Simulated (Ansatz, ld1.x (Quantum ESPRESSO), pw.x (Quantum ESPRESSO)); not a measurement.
## Re: one change to the TM potential, in the atom and in the sc crystal

```json
{
 "Element": "Re (Z = 75)",
 "Generator": "ld1.x (Quantum ESPRESSO) 7.5",
 "Type": "norm-conserving Troullier–Martins (Kleinman–Bylander form)",
 "Functional": "LDA (PW92)",
 "Relativity": "scalar-relativistic",
 "Frozen core": "[Xe] 4f14",
 "Valence charge": "7",
 "Reference configuration": "5d5 6s2 6p0",
 "Partial waves": "6p (bound, empty): rc 2.85 bohr; 5d (bound): rc 1.90 bohr; 6s (bound): rc 2.25 bohr",
 "Local potential": "the s channel",
 "Core correction": "Bessel-smoothed model core inside 0.90 bohr"
}
```

Change: reference 5d5 6s1.5 6p0.5.

Cutoffs, loose and tight: the cutoffs (Ry, on a coarse ladder) from which the occupation-weighted sum of valence levels, in a spherical-Bessel basis at the reference potential, stays within 10 and 1 mRy of its value at 400 Ry. They do not see the model core or the augmentation charge, which bear on the density cutoff. Test errors are all-electron minus pseudo excitation energies from the reference, over the configurations 5d5 6s1 6p0; 5d5 6s0 6p0; 5d4 6s0 6p0; 5d4 6s2 6p0; 5d4 6s2 6p1; 5d3 6s0 6p0; 5d6 6s1 6p0 (two spin-polarised tests are not counted in the largest error); variants that change the core or the reference have their own tests.

Crystal test: sc Re in pw.x 7.5, no spin, 13³ k-points, Fermi–Dirac smearing 0.01 Ry, cutoffs set for each file from its atomic test. The reference is all-electron LAPW (Ansatz 0.2.0) with the same functional, mesh and smearing; V0 and B0 come from Birch–Murnaghan fits to the pressures at five volumes. Errors are pseudo minus all-electron; Δ is the rms difference of the E(V) curves that follow from these fits, minima aligned, over ±6 % about the mean V0. Mesh and smearing are coarse, so the numbers serve the comparison and aren't converged zero-temperature values; the lattice is a test structure that the element need not adopt.

All-electron: a0 = 2.540 Å (V0 = 16.38 Å³/atom), B0 = 290.1 GPa.

Does the change bring the crystal closer to the all-electron result?

The mean pressure error goes from +10.11 to +10.31 GPa, a small move against the size of the error.

```
                       quantity       base    changed
                 outcome (atom)  generated  generated
           cutoff, loose (atom)      35 Ry      35 Ry
           cutoff, tight (atom)      40 Ry      40 Ry
            bound ghosts (atom)       none       none
largest test error (meV) (atom)       -657       -627
           cutoffs in pw.x (Ry)     50/200     50/200
                         a0 (Å)      2.568      2.568
                   a0 error (%)      +1.09      +1.11
                   B0 error (%)       -1.6       -1.7
                   Δ (meV/atom)       34.3       34.9
      mean pressure error (GPa)     +10.11     +10.31
```

Base: The largest radius (2.85 bohr) exceeds half the bond length (2.40 bohr), so the spheres overlap, which is one possible source of error among others. This is a poor potential for the solid. Changed file: The largest radius (2.85 bohr) exceeds half the bond length (2.40 bohr), so the spheres overlap, which is one possible source of error among others. This is a poor potential for the solid. The atomic cutoffs weigh occupied waves only.
